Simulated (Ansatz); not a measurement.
# BH6N: the cost of one run

Program: Ansatz 0.2.0. Level of theory: RKS LDA/def2-SVP. These are calculated values, not measurements.

## (1) Starting point

Bond lengths: N2–H3 1.060 Å, N2–H4 1.060 Å, B1–H5 1.190 Å, B1–H6 1.190 Å. Angles: H3–N2–H4 120.0°, H5–B1–H6 120.0°.

Coordinates:

```xyz
8

B     0.0000    0.0000    0.0000
N     0.0000    0.0000    1.9000
H    -0.8770   -0.2713    2.4300
H     0.8770    0.2713    2.4300
H     1.0305    0.0000   -0.5950
H    -1.0305    0.0000   -0.5950
H    -0.1864    1.4017    0.4698
H    -0.1534    1.1538    1.3606
```

## (2) A restrained relaxation towards end A

Springs on the bonds that form and break draw the guess towards this end; the thresholds are loose.

input.yaml reads:

```yaml
crystal:
  periodic: [false, false, false]
  atoms:
    - { symbol: B, position_ang: [0.0, 0.0, 0.0] }
    - { symbol: "N", position_ang: [0.0, 0.0, 1.9] }
    - { symbol: H, position_ang: [-0.877, -0.2713, 2.43] }
    - { symbol: H, position_ang: [0.877, 0.2713, 2.43] }
    - { symbol: H, position_ang: [1.0305, 0.0, -0.595] }
    - { symbol: H, position_ang: [-1.0305, 0.0, -0.595] }
    - { symbol: H, position_ang: [-0.1864, 1.4017, 0.4698] }
    - { symbol: H, position_ang: [-0.1534, 1.1538, 1.3606] }
basis:
  gaussian: { orbitals: def2-SVP }
hamiltonian:
  xc: lda
relax:
  f_tol: 0.15
  max_steps: 25
  restrain:
    - { distance: [0, 6], at: 2.39, k: 30.0 }
    - { distance: [7, 1], at: 2.26, k: 30.0 }
    - { distance: [0, 1], at: 1.55, k: 30.0 }
    - { distance: [7, 6], at: 0.66, k: 30.0 }
```

Launch:

```console
ansatz run input.yaml --threads 1 --pin off --max-ram 2048MiB --backend cpu --events-out ev --progress --plain --runs-dir out
```

**Question.** How long does this run take on 1 thread of Arm Neoverse V2, shared host, and how much memory does it need?

About 7.2 s, with a peak of 0.1 GiB.
